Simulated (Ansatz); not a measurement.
Working through the interaction energy of a dimer with the counterpoise correction of C2H2S, SMILES C=C=S

With Ansatz 0.2.0, Python API.

Interactive session:
```pycon
>>> import ansatz as az
>>> FIRST = [
...     ('C', (0.6209, -0.3063, 0.1283)),
...     ('C', (-0.5935, 0.2674, -0.1043)),
...     ('S', (-2.2321, 1.0081, -0.4219)),
...     ('H', (1.4926, 0.0004, -0.5146)),
...     ('H', (0.7121, -0.9697, 0.9126)),
... ]
>>> SECOND = [
...     ('C', (2.3353, 3.2167, -0.0552)),
...     ('C', (3.1136, 3.4769, -1.1436)),
...     ('S', (4.1401, 3.8514, -2.6067)),
...     ('H', (1.7357, 2.2641, -0.0382)),
...     ('H', (2.3541, 3.8784, 0.7355)),
... ]
>>> def energy(atoms, ghosts=()):
...     molecule = az.Crystal.molecule()
...     for symbol, xyz in atoms:
...         molecule = molecule.atom(symbol, xyz)
...     calc = (
...         molecule.calculation()
...         .basis(gaussian='def2-SVP')
...         .functional('PBE0', dispersion='d3bj')
...     )
...     deck = calc.input()
...     if ghosts:
...         deck = deck.set(az.key.basis.gaussian.ghost_atoms, [{'symbol': s, 'position_ang': list(xyz)} for s, xyz in ghosts])
...     return az.Session.from_dict(deck).plan().execute().report['free_energy_ev']
...
>>> # ghost atoms carry the functions of the partner
>>> both = energy(FIRST + SECOND)
>>> alone = energy(FIRST) + energy(SECOND)
>>> ghosted = energy(FIRST, SECOND) + energy(SECOND, FIRST)
>>> print(f'dimer {both:.6f} eV')
dimer -25855.603287 eV
>>> print(f'interaction, uncorrected   {(both - alone):8.3f} eV')
interaction, uncorrected     -0.045 eV
>>> print(f'interaction, counterpoise  {(both - ghosted):8.3f} eV')
interaction, counterpoise    -0.034 eV
>>> print(f'basis-set superposition    {(alone - ghosted):8.3f} eV')
basis-set superposition       0.011 eV
```

Uncorrected it is -0.045 eV, with the counterpoise correction -0.034 eV; the difference, 0.01 eV, is the superposition error.

Notes:
- Total energies depend on the basis set; only differences at equal settings carry meaning.
- The dimer is a generated trial pose of unrelaxed monomers, not a minimum, so the figure is no binding energy, and the basis set is small.
- Run time: 10 s on 1 thread of Arm Neoverse V2, with other jobs on the host, peak memory 0.28 GiB.
